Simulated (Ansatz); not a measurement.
# H3N + N2: molecular dynamics

The plan is to follow the two partners and see whether they stay together, part or react. The start is relaxed first. Runs: 500 steps of 0.25 fs at constant energy, with velocities drawn for 500 K. SMILES of the start: N.N#N.

Method: RKS PBE/def2-SVP, in Ansatz 0.2.0.

### 1 Starting point

Bond lengths: N1–H2 1.012 Å, N1–H3 1.011 Å, N1–H4 1.012 Å, N5–N6 1.103 Å. Angles: H2–N1–H3 108.5°, H2–N1–H4 108.8°, H3–N1–H4 108.6°.

As a file:

```xyz
6

N    -0.0260    0.0463   -0.7018
H    -0.1073   -0.9383   -0.9208
H    -0.7160    0.5530   -1.2393
H     0.8940    0.3664   -0.9754
N    -0.4134   -0.2629    1.6206
N     0.3687    0.2355    2.2168
```

### 2 Preparing the start

File input.yaml:

```yaml
crystal:
  periodic: [false, false, false]
  atoms:
    - { symbol: "N", position_ang: [-0.026, 0.0463, -0.7018] }
    - { symbol: H, position_ang: [-0.1073, -0.9383, -0.9208] }
    - { symbol: H, position_ang: [-0.716, 0.553, -1.2393] }
    - { symbol: H, position_ang: [0.894, 0.3664, -0.9754] }
    - { symbol: "N", position_ang: [-0.4134, -0.2629, 1.6206] }
    - { symbol: "N", position_ang: [0.3687, 0.2355, 2.2168] }
basis:
  gaussian: { orbitals: def2-SVP }
hamiltonian:
  xc: pbe
relax:
  f_tol: 0.02
  max_steps: 40
scf:
  lower_state_search: "off"
```

On the command line:

```bash
$ ansatz run input.yaml --threads 1 --pin off --max-ram 2048MiB --backend cpu --events-out ev --progress --plain --runs-dir out
```

Output, cut to the lines that bear on the results:

```text
Warning: RAYON_NUM_THREADS=1 ignored (pool sized by the plan → 1); use --threads N
[...]
Functional definition: PBE
[...]
690 factors; their error is unknown
[...]
mean field -4510.16581785 eV, -165.7455367057 hartree, gradient 4.0e-6 eV, S^2 0.000000; 0 other end points of the search recorded, 0 dependent functions left out
[...]
reference -4510.16584258 eV, -165.7455376148 hartree; 12, 12 occupied and 45, 45 virtual orbitals, 690 factors
relax step   1: F+E_penalty+E_count = -4510.16581785 eV  Δ(F+E_penalty+E_count) = +0.000e0 eV  max|allowed force component| = 1.576e0 eV/Å  Δτ_max = 0.0000 Å  (15 SCF iters, accepted)
[...]
relax step   5: F+E_penalty+E_count = -4510.45685585 eV  Δ(F+E_penalty+E_count) = -9.713e-3 eV  max|allowed force component| = 3.372e-2 eV/Å  Δτ_max = 0.0959 Å  (18 SCF iters, accepted)
[...]
relax step   9: F+E_penalty+E_count = -4510.45991790 eV  Δ(F+E_penalty+E_count) = -6.371e-4 eV  max|allowed force component| = 3.941e-2 eV/Å  Δτ_max = 0.0413 Å  (19 SCF iters, accepted)
[...]
relax step  13: F+E_penalty+E_count = -4510.46104473 eV  Δ(F+E_penalty+E_count) = -7.286e-5 eV  max|allowed force component| = 2.393e-1 eV/Å  Δτ_max = 0.0366 Å  (18 SCF iters, accepted)
[...]
relax step  16: F+E_penalty+E_count = -4510.46230336 eV  Δ(F+E_penalty+E_count) = -1.025e-4 eV  max|allowed force component| = 4.618e-2 eV/Å  Δτ_max = 0.0080 Å  (20 SCF iters, accepted)
[...]
relax step  17: F+E_penalty+E_count = -4510.46236954 eV  Δ(F+E_penalty+E_count) = -6.619e-5 eV  max|allowed force component| = 2.809e-2 eV/Å  Δτ_max = 0.0093 Å  (20 SCF iters, accepted)
```

### 3 The log goes on: start relaxed

Output, continued, cut to the lines that bear on the results:

```text
[...]
690 factors; their error is unknown
mean field -4510.46260002 eV, -165.7564432494 hartree, gradient 7.3e-7 eV, S^2 0.000000; 0 other end points of the search recorded, 0 dependent functions left out
[...]
reference -4510.46262535 eV, -165.7564441801 hartree; 12, 12 occupied and 45, 45 virtual orbitals, 690 factors
relax step  18: F+E_penalty+E_count = -4510.46260002 eV  Δ(F+E_penalty+E_count) = -2.305e-4 eV  max|allowed force component| = 4.523e-3 eV/Å  Δτ_max = 0.0236 Å  (18 SCF iters, accepted)
[...]
relax step  21: F+E_penalty+E_count = -4510.46238422 eV  Δ(F+E_penalty+E_count) = +2.158e-4 eV  max|allowed force component| = 2.353e-1 eV/Å  Δτ_max = 0.0330 Å  (18 SCF iters, rejected (line search))
[...]
relax step  30: F+E_penalty+E_count = -4510.46293688 eV  Δ(F+E_penalty+E_count) = -3.691e-5 eV  max|allowed force component| = 1.668e-3 eV/Å  Δτ_max = 0.0093 Å  (20 SCF iters, accepted)
Total energy: -4510.46296213 eV, -165.7564565566 hartree
Atom 0 at     0.115482     0.206412    -0.933735 Å, force    -0.000348    -0.001668     0.000013 eV/Å
Atom 1 at    -0.144097    -0.781124    -0.795719 Å, force    -0.000397     0.000710     0.000920 eV/Å
Atom 2 at    -0.684917     0.611509    -1.441043 Å, force    -0.000525     0.000756    -0.001367 eV/Å
Atom 3 at     0.872583     0.178525    -1.632409 Å, force     0.000779     0.000498     0.000299 eV/Å
Atom 4 at    -0.249268    -0.516236     2.064939 Å, force     0.000604    -0.000337     0.000049 eV/Å
Atom 5 at     0.090216     0.300915     2.738066 Å, force    -0.000114     0.000040     0.000086 eV/Å
Dipole moment:    -0.081913    -0.166119    -0.343671 e Å
Checks for a lower state left out: stability, starts, cluster_reference, orbital_swaps, neighbouring_geometries, increment
```

It took 80 s on 1 thread of Intel Xeon at 2.50GHz (Skylake/Cascade Lake), shared host; peak memory 0.09 GiB.

Relaxation path, one in 2:

```
step  energy from step 1 (eV)  largest force component (eV/Å)
   1                   0.0000                          1.5757
   3                  -0.2541                          0.5081
   5                  -0.2910                          0.0337
   7                  -0.2935                          0.0168
   9                  -0.2941                          0.0394
 11x                  -0.2927                          0.5891
  13                  -0.2952                          0.2393
  15                  -0.2964                          0.0823
  17                  -0.2966                          0.0281
 19x                  -0.2200                          3.0608
 21x                  -0.2966                          0.2353
 23x                  -0.2968                          0.1463
  25                  -0.2969                          0.0033
  27                  -0.2970                          0.0440
  29                  -0.2971                          0.0265
  30                  -0.2971                          0.0017
```

Step 1 is the start. 9 steps were tried and not accepted (marked x).

After: Bond lengths: N1–H2 1.030 Å, N1–H3 1.031 Å, N1–H4 1.031 Å, N5–N6 1.112 Å. Angles: H2–N1–H3 104.3°, H2–N1–H4 104.5°, H3–N1–H4 104.3°.

### 4 The run

500 steps of 0.25 fs at constant energy, with velocities drawn for 500 K, from the relaxed start.

File input.yaml:

```yaml
crystal:
  periodic: [false, false, false]
  atoms:
    - { symbol: "N", position_ang: [0.115482, 0.206412, -0.933735] }
    - { symbol: H, position_ang: [-0.144097, -0.781124, -0.795719] }
    - { symbol: H, position_ang: [-0.684917, 0.611509, -1.441043] }
    - { symbol: H, position_ang: [0.872583, 0.178525, -1.632409] }
    - { symbol: "N", position_ang: [-0.249268, -0.516236, 2.064939] }
    - { symbol: "N", position_ang: [0.090216, 0.300915, 2.738066] }
basis:
  gaussian: { orbitals: def2-SVP }
hamiltonian:
  xc: pbe
md:
  timestep: 0.25
  n_steps: 500
  ensemble: nve
  temperature: 500.0
  initial_velocities: maxwell_boltzmann
  seed: 123461
scf:
  lower_state_search: "off"
```

On the command line:

```bash
$ ansatz run input.yaml --threads 1 --pin off --max-ram 2048MiB --backend cpu --events-out ev --progress --plain --runs-dir out
```

Output, cut to the lines that bear on the results:

```text
Warning: RAYON_NUM_THREADS=1 ignored (pool sized by the plan → 1); use --threads N
[...]
[... 1 set-up line as earlier in the session ...]
[...]
690 factors; their error is unknown
[...]
mean field -4510.46293069 eV, -165.7564554013 hartree, gradient 2.8e-6 eV, S^2 0.000000; 0 other end points of the search recorded, 0 dependent functions left out
[...]
reference -4510.46295592 eV, -165.7564563285 hartree; 12, 12 occupied and 45, 45 virtual orbitals, 690 factors
md step     0: t =     0.00 fs  T =   500.0 K  F+E_penalty+E_count = -4510.46293069 eV  E_kin = 0.258520 eV  conserved = -4510.20441069 eV  (15 SCF iters)
[...]
md step    20: t =     5.00 fs  T =   204.5 K  F+E_penalty+E_count = -4510.30990286 eV  E_kin = 0.105729 eV  conserved = -4510.20417418 eV  (22 SCF iters)
[...]
md step    40: t =    10.00 fs  T =   407.6 K  F+E_penalty+E_count = -4510.41508051 eV  E_kin = 0.210760 eV  conserved = -4510.20432087 eV  (21 SCF iters)
[...]
md step    60: t =    15.00 fs  T =   277.7 K  F+E_penalty+E_count = -4510.34779223 eV  E_kin = 0.143563 eV  conserved = -4510.20422965 eV  (21 SCF iters)
[...]
md step    80: t =    20.00 fs  T =   422.2 K  F+E_penalty+E_count = -4510.42268424 eV  E_kin = 0.218314 eV  conserved = -4510.20437023 eV  (20 SCF iters)
md step    81: t =    20.25 fs  T =   421.0 K  F+E_penalty+E_count = -4510.42201197 eV  E_kin = 0.217653 eV  conserved = -4510.20435910 eV  (20 SCF iters)
```

### 5 More of the same log: dynamics from the start

The log, continued, cut to the lines that bear on the results:

```text
md step    82: t =    20.50 fs  T =   413.4 K  F+E_penalty+E_count = -4510.41805800 eV  E_kin = 0.213722 eV  conserved = -4510.20433581 eV  (20 SCF iters)
[...]
md step   108: t =    27.00 fs  T =   188.4 K  F+E_penalty+E_count = -4510.30141786 eV  E_kin = 0.097399 eV  conserved = -4510.20401935 eV  (21 SCF iters)
[...]
md step   134: t =    33.50 fs  T =   314.8 K  F+E_penalty+E_count = -4510.36691367 eV  E_kin = 0.162763 eV  conserved = -4510.20415085 eV  (21 SCF iters)
[...]
md step   160: t =    40.00 fs  T =   343.5 K  F+E_penalty+E_count = -4510.38190611 eV  E_kin = 0.177605 eV  conserved = -4510.20430069 eV  (20 SCF iters)
[...]
md step   184: t =    46.00 fs  T =   231.0 K  F+E_penalty+E_count = -4510.32358110 eV  E_kin = 0.119419 eV  conserved = -4510.20416163 eV  (21 SCF iters)
md step   185: t =    46.25 fs  T =   226.0 K  F+E_penalty+E_count = -4510.32101783 eV  E_kin = 0.116874 eV  conserved = -4510.20414366 eV  (21 SCF iters)
```

### 6 The output, continued: dynamics from the start

Output, continued, cut to the lines that bear on the results:

```text
md step   186: t =    46.50 fs  T =   222.0 K  F+E_penalty+E_count = -4510.31888951 eV  E_kin = 0.114765 eV  conserved = -4510.20412461 eV  (21 SCF iters)
[...]
md step   208: t =    52.00 fs  T =   310.6 K  F+E_penalty+E_count = -4510.36475301 eV  E_kin = 0.160607 eV  conserved = -4510.20414590 eV  (20 SCF iters)
[...]
md step   230: t =    57.50 fs  T =   112.1 K  F+E_penalty+E_count = -4510.26194337 eV  E_kin = 0.057938 eV  conserved = -4510.20400580 eV  (21 SCF iters)
[...]
md step   252: t =    63.00 fs  T =   314.1 K  F+E_penalty+E_count = -4510.36652320 eV  E_kin = 0.162404 eV  conserved = -4510.20411906 eV  (20 SCF iters)
[...]
md step   499: t =   124.75 fs  T =   393.8 K  F+E_penalty+E_count = -4510.40797150 eV  E_kin = 0.203630 eV  conserved = -4510.20434193 eV  (21 SCF iters)
[...]
md step   500: t =   125.00 fs  T =   409.3 K  F+E_penalty+E_count = -4510.41597176 eV  E_kin = 0.211607 eV  conserved = -4510.20436461 eV  (21 SCF iters)
Total energy: -4510.41599731 eV, -165.7547306312 hartree
Atom 0 at     0.173252     0.111859    -0.999337 Å, force    -0.035269     0.510666     0.332824 eV/Å
Atom 1 at     0.799587    -0.618966    -1.357412 Å, force    -0.251227     0.131621    -0.253234 eV/Å
Atom 2 at    -0.713623    -0.312451    -0.707829 Å, force     0.068410    -0.145135    -0.120560 eV/Å
Atom 3 at    -0.047284     0.820315    -1.719488 Å, force     0.229922    -0.488821     0.038290 eV/Å
Atom 4 at    -0.376208    -0.297108     2.005030 Å, force     0.270920     0.248303     0.507721 eV/Å
Atom 5 at     0.159738     0.184977     2.857500 Å, force    -0.282756    -0.256635    -0.505039 eV/Å
Dipole moment:    -0.131255    -0.133167    -0.286954 e Å
Checks for a lower state left out: stability, starts, cluster_reference, orbital_swaps, neighbouring_geometries, increment
```

Run time: 12 min. Hardware: 1 thread of Intel Xeon at 2.50GHz (Skylake/Cascade Lake), shared host; peak memory 0.09 GiB.

### 7 The trajectory

The trajectory, every 36 steps (energies from step 0):

```
time (fs)  T (K)  potential energy change (meV/atom)  total energy change (meV/atom)  closest contact of the partners (Å)
      0.0    500                                 0.0                            0.00                                 2.87
      9.0    361                                12.0                            0.03                                 2.97
     18.0    265                                20.3                            0.07                                 2.86
     27.0    188                                26.9                            0.07                                 2.86
     36.0    226                                23.6                            0.04                                 2.97
     45.0    250                                21.6                            0.04                                 2.80
     54.0    254                                21.2                            0.05                                 2.66
     63.0    314                                16.1                            0.05                                 2.50
     72.0    235                                22.9                            0.05                                 2.46
     81.0    311                                16.3                            0.02                                 2.41
     90.0    211                                24.9                            0.01                                 2.29
     99.0    226                                23.7                            0.04                                 2.54
    108.0    165                                28.9                            0.08                                 2.56
    117.0    304                                17.0                            0.05                                 2.63
    125.0    409                                 7.8                            0.01                                 2.73
```

time (fs), T (K) and a bar:
```
      0.0        500 ##############################
      5.5        210 #####
     10.8        392 #####################
     16.2        245 ########
     21.8        313 ##############
     27.2        201 #####
     32.5        325 ###############
     38.0        170 ##
     43.5        272 ###########
     49.0        307 ##############
     54.2        256 #########
     59.8        241 ########
     65.2        327 ###############
     70.8        277 ###########
     76.0        292 ############
     81.5        305 #############
     87.0        147 
     92.5        216 ######
     97.8        233 #######
    103.2        252 #########
    108.8        181 ###
    114.2        371 ###################
    119.5        220 ######
    125.0        409 ######################
```

Maxima of the velocity power spectrum (cm⁻¹, relative height; resolution about 530 cm⁻¹): 1070 (48), 1600 (100), 2400 (21), 3340 (62).

### 8 Positions and forces

Extended XYZ, with forces in eV/Å:

```xyz
6
time_fs=15.5 T=270 dE=0.1189
N     0.129    0.177   -0.915    0.108    0.952   -0.406
H     0.026   -0.843   -0.818   -0.601    0.214   -0.200
H    -0.735    0.671   -1.224   -0.184   -0.898    0.655
H     0.656    0.321   -1.783    0.676   -0.260   -0.061
N    -0.254   -0.478    2.030   -0.465   -1.040   -0.958
N     0.088    0.281    2.752    0.466    1.033    0.971
6
time_fs=31.2 T=373 dE=0.0660
N     0.148    0.165   -0.907    0.784    0.063   -1.216
H     0.066   -0.870   -0.894   -0.188    0.377    0.017
H    -0.810    0.548   -0.875    0.098   -0.213   -0.176
H     0.532    0.381   -1.885   -0.691   -0.218    1.357
N    -0.260   -0.440    1.997   -0.747   -1.494   -1.592
N     0.087    0.263    2.765    0.744    1.486    1.610
6
time_fs=47.0 T=219 dE=0.1458
N     0.169    0.158   -0.906    0.050   -1.075    1.686
H     0.054   -0.855   -0.979    0.635   -0.645   -0.075
H    -0.794    0.326   -0.615   -0.451    1.006   -0.287
H     0.340    0.440   -1.847   -0.228    0.725   -1.353
N    -0.269   -0.406    1.966   -0.549   -0.962   -1.149
N     0.088    0.246    2.778    0.543    0.951    1.179
6
time_fs=62.5 T=317 dE=0.0948
N     0.176    0.136   -0.906   -0.966    0.139    0.241
H     0.238   -0.906   -1.018   -0.251    0.915   -0.132
H    -0.757    0.333   -0.422    1.271   -0.422   -0.891
H     0.123    0.585   -1.853   -0.063   -0.615    0.690
N    -0.282   -0.376    1.942   -0.076   -0.120   -0.051
N     0.094    0.231    2.792    0.084    0.102    0.143
6
time_fs=78.0 T=159 dE=0.1769
N     0.190    0.129   -0.903    0.873    1.421   -0.833
H     0.338   -0.837   -1.147   -0.118   -0.990   -0.079
H    -0.698    0.210   -0.468   -1.444   -0.551    1.514
H    -0.130    0.562   -1.778    0.691    0.143   -0.729
N    -0.299   -0.351    1.930    0.423    0.601    1.107
N     0.104    0.218    2.808   -0.424   -0.624   -0.981
6
time_fs=93.8 T=288 dE=0.1102
N     0.178    0.130   -0.931   -0.334   -0.771    0.550
H     0.512   -0.826   -1.216   -0.485    0.790    0.298
H    -0.700   -0.004   -0.342    1.085    0.118   -1.206
H    -0.043    0.623   -1.810   -0.270   -0.129    0.232
N    -0.321   -0.330    1.938    0.807    0.993    1.794
N     0.119    0.206    2.826   -0.803   -1.002   -1.667
6
time_fs=109.5 T=228 dE=0.1408
N     0.179    0.136   -0.949    0.836   -0.577   -0.288
H     0.520   -0.742   -1.360    0.828   -0.266   -0.053
H    -0.666   -0.278   -0.559   -0.992    0.615    0.072
H    -0.013    0.646   -1.823   -0.665    0.244    0.222
N    -0.346   -0.311    1.965    0.737    0.767    1.447
N     0.138    0.195    2.844   -0.745   -0.783   -1.401
6
time_fs=125.0 T=409 dE=0.0470
N     0.173    0.112   -0.999   -0.035    0.511    0.333
H     0.800   -0.619   -1.357   -0.251    0.132   -0.253
H    -0.714   -0.312   -0.708    0.068   -0.145   -0.121
H    -0.047    0.820   -1.720    0.230   -0.489    0.038
N    -0.376   -0.297    2.005    0.271    0.248    0.508
N     0.160    0.185    2.857   -0.283   -0.257   -0.505
```

### 9 What came out

| quantity | value |
| --- | --- |
| relaxation of the start | 20 moves, 0.297 eV lower |
| length | 500 steps of 0.25 fs |
| temperature, first and last step | 500 and 409 K |
| temperature, second half | mean 257 K, from 66 to 416 K |
| potential energy, second half | +21 meV/atom from the start |
| largest change of the total energy | 0.09 meV/atom |
| bonds formed or broken | 0 |

The temperature starts at 500 K and averages 257 K in the second half, where it ranges from 66 to 416 K; a mean near half the start is what vibrations about a minimum give, since they share energy equally between motion and strain. The total energy strays from its start by at most 0.09 meV/atom, 0.4 % of the mean kinetic energy, so a step of 0.25 fs is short enough over this time. The bonding pattern survives the run. The partners' closest contact goes from 2.87 to 2.73 Å; so short a run doesn't show whether they stay bound. 125 fs on 6 atoms is far too short and small for converged averages. The nuclei move classically, without zero-point motion, which matters most for hydrogen.
